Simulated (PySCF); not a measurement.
Compound: phosphorus pentafluoride, PF5.
Numbering: `[F:1][P:2]([F:3])([F:4])([F:5])[F:6]`

Structure used (PBE0-D3(BJ)/def2-TZVP), in Å, numbered top down from 1:
```
atom  x, y, z in Å
F1     1.095   -0.432   -1.067
P2     0.004   -0.005   -0.008
F3     0.769    1.309    0.251
F4     0.325   -1.258    0.830
F5    -1.082   -0.068   -1.101
F6    -1.088    0.424    1.051
```

IAO charges (e) from the PBE0/pcSseg-2 density (PySCF), one withheld:

| atom | bonded to | charge |
| --- | --- | --- |
| F1 | P2 | -0.5091 |
| P2 | F1 F3 F4 F5 F6 | ? |
| F3 | P2 | -0.4627 |
| F4 | P2 | -0.4628 |
| F5 | P2 | -0.4626 |
| F6 | P2 | -0.5090 |

Problem. What is the charge on P2?

Solution. The charges add up to the total charge, 0. The others sum to -2.4062, which leaves +2.4062 e for P2 (phosphorus bonded to 5 F).

Problem. Across which bond do the charges differ most?

Solution. P2–F1: +2.4062 on P2 against -0.5091 on F1, a difference of 2.9153 e (P2–F6 within 0.003 e of it). The lower charge is on the more electronegative element of the two (Pauling values: F 3.98, P 2.19).

Problem. Take the bonds between elements whose Pauling electronegativities differ by more than 0.25. In how many does the more electronegative atom carry the lower charge?

Solution. In 5 of 5.

The IAO scheme projects the occupied orbitals on a minimal set of polarised atomic orbitals and counts the electrons in each atom's part of it. Isolated species at its PBE0-D3(BJ)/def2-TZVP geometry, gas phase.

The run behind these numbers computed NMR shieldings as well. On AMD EPYC 7R43, 2 threads, no GPU, on a shared host, this took 15 s wall, 40 s CPU (with the writing of density and orbital grids) and 1.2 GiB of memory at its peak.
